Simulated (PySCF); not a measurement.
# Bonding in `O=C([O-])OCF`

C2H2FO3 (charge -1).
Numbering: `[O:1]=[C:2]([O-:3])[O:4][CH2:5][F:6]` (hydrogens: H7, H8 on C5)

Structure used (PBE0-D3(BJ)/def2-SVP), in Å, numbered top down from 1:
```
atom  x, y, z in Å
O1     1.112    1.018   -1.069
C2     1.394    0.338   -0.086
O3     2.394    0.164    0.588
O4     0.259   -0.515    0.423
C5    -0.943   -0.334   -0.137
F6    -1.768    0.493    0.637
H7    -1.481   -1.304   -0.196
H8    -0.853    0.150   -1.125
```

Bond orders from the PBE0/pcSseg-1 density (PySCF). Geometry: PBE0-D3(BJ)/def2-SVP, one conformer, isolated ion. The pcSseg-1 basis has no diffuse functions, a weakness for an anion.

**Question.** How far do the computed orders between heavy atoms stray from the drawn ones?

**Answer.** The largest departure is 0.862, at C2–O3 (drawn single, 1.862). Drawn single, order above 1.12: C2–O3 (1.862) and O4–C5 (1.129). Drawn single, order below 0.88: C2–O4 (0.744) and C5–F6 (0.855). The SMILES, with its formal charges, is one Lewis structure only.

**Question.** Set the Mayer orders of the bonds beside their lengths.

**Answer.** 
```tsv
bond	drawn as	length (Å)	Mayer order
O1–C2	double	1.228	1.751
C2–O3	single	1.218	1.862
C2–O4	single	1.508	0.744
O4–C5	single	1.338	1.129
C5–F6	single	1.402	0.855
C5–H7	single	1.111	0.953
C5–H8	single	1.105	0.937
```

By pair of heavy elements: C–O: lowest C2–O4 (0.744, 1.508 Å), highest C2–O3 (1.862, 1.218 Å).

**Question.** Sum the orders of all bonds at each heavy atom with more than one neighbour and set the sums beside the valence in the SMILES.

**Answer.** C2 4.357 (drawn 4), O4 1.873 (drawn 2), C5 3.874 (drawn 4). Orders between atoms that aren't bonded are not in these sums.

For a closed shell the Mayer order of atoms A and B is Σ (PS)μν (PS)νμ over the basis functions μ on A and ν on B, with P the density and S the overlap matrix.

These values come from a run that also computed NMR shieldings. Time: 7.1 s. Hardware: one thread, x86-64 server (shared host).
